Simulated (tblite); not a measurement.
C6H10.
SMILES with atom numbers: `[CH:1]#[C:2][C@@H:3]([CH3:4])[CH2:5][CH3:6]` (hydrogens: H7 on C1; H8 on C3; H9, H10, H11 on C4; H12, H13 on C5; H14, H15, H16 on C6)

Computed with GFN2-xTB (tblite), gas phase: Langevin dynamics at 300 K from the optimised GFN2-xTB geometry, time step 0.5 fs, friction 0.01 fs⁻¹, 2000 steps.

Start geometry:
```
atom  x, y, z in Å
C1      0.913    2.297    0.658
C2      0.700    1.250    0.120
C3      0.458   -0.039   -0.505
C4      1.723   -0.899   -0.418
C5     -0.735   -0.738    0.165
C6     -2.035    0.029   -0.039
H7      1.094    3.221    1.121
H8      0.216    0.135   -1.562
H9      2.562   -0.391   -0.889
H10     1.566   -1.852   -0.920
H11     1.977   -1.091    0.622
H12    -0.833   -1.743   -0.253
H13    -0.533   -0.836    1.234
H14    -1.946    1.036    0.364
H15    -2.277    0.104   -1.097
H16    -2.857   -0.474    0.466
```

The statistics below take the 31 frames saved every 25 fs from 250 to 1000 fs; their kinetic temperature (all 3N coordinates) averages 277 K.

Question: Give the mean, spread and extremes of the bond lengths.

Answer: 
| bond | start (Å) | mean (Å) | standard deviation (Å) | shortest (Å) | longest (Å) |
| --- | --- | --- | --- | --- | --- |
| C1≡C2 | 1.197 | 1.198 | 0.013 | 1.177 | 1.223 |
| C2–C3 | 1.453 | 1.454 | 0.023 | 1.405 | 1.520 |
| C3–C4 | 1.532 | 1.538 | 0.029 | 1.480 | 1.586 |
| C3–C5 | 1.536 | 1.544 | 0.031 | 1.475 | 1.611 |
| C5–C6 | 1.524 | 1.528 | 0.019 | 1.484 | 1.566 |
| C1–H7 | 1.049 | 1.051 | 0.026 | 1.007 | 1.120 |
| C3–H8 | 1.098 | 1.105 | 0.031 | 1.050 | 1.169 |
| C4–H9 | 1.088 | 1.090 | 0.028 | 1.039 | 1.141 |
| C4–H10 | 1.088 | 1.091 | 0.022 | 1.034 | 1.142 |
| C4–H11 | 1.088 | 1.089 | 0.035 | 1.027 | 1.176 |
| C5–H12 | 1.093 | 1.092 | 0.022 | 1.050 | 1.131 |
| C5–H13 | 1.093 | 1.100 | 0.037 | 1.029 | 1.167 |
| C6–H14 | 1.088 | 1.092 | 0.021 | 1.057 | 1.143 |
| C6–H15 | 1.089 | 1.093 | 0.041 | 1.027 | 1.159 |
| C6–H16 | 1.088 | 1.093 | 0.033 | 1.031 | 1.157 |

Question: Give the same statistics for bond angles, one of each kind among heavy atoms.

Answer: 
| angle | start (°) | mean (°) | standard deviation (°) | smallest (°) | largest (°) |
| --- | --- | --- | --- | --- | --- |
| C1–C2–C3 | 178.6 | 169.8 | 4.5 | 158.4 | 176.5 |
| C2–C3–C4 | 109.6 | 109.1 | 3.9 | 102.3 | 119.6 |
| C2–C3–C5 | 110.2 | 111.4 | 3.1 | 105.9 | 117.4 |
| C4–C3–C5 | 111.2 | 111.0 | 3.7 | 104.0 | 119.6 |
| C3–C5–C6 | 112.1 | 112.8 | 3.3 | 107.4 | 119.1 |

Question: Follow the torsion C2–C3–C5–C6 through every second one of these frames.

Answer: 
| t (fs) | C2–C3–C5–C6 (°) |
| --- | --- |
| 250 | 91 |
| 300 | 91 |
| 350 | 84 |
| 400 | 83 |
| 450 | 72 |
| 500 | 65 |
| 550 | 69 |
| 600 | 71 |
| 650 | 54 |
| 700 | 60 |
| 750 | 60 |
| 800 | 62 |
| 850 | 78 |
| 900 | 75 |
| 950 | 72 |
| 1000 | 76 |

Largest departure from the start value over all these frames: C2–C3–C5–C6 30° (start 64°).

Question: How widely does the potential energy scatter, against a harmonic estimate?

Answer: Mean 0.50 eV above the start, standard deviation 0.088 eV, range 0.36 to 0.65 eV. For 42 classical harmonic modes at 300 K the canonical values are 42kT/2 = 0.54 eV and kT·√(42/2) = 0.118 eV.

The run is classical and short, so these are rough statistics of one trajectory.

What follows is the cost of the whole dynamics run. On Arm Neoverse V1, one thread (shared host), this took 9.2 s wall and 0.18 GiB of memory at its peak.
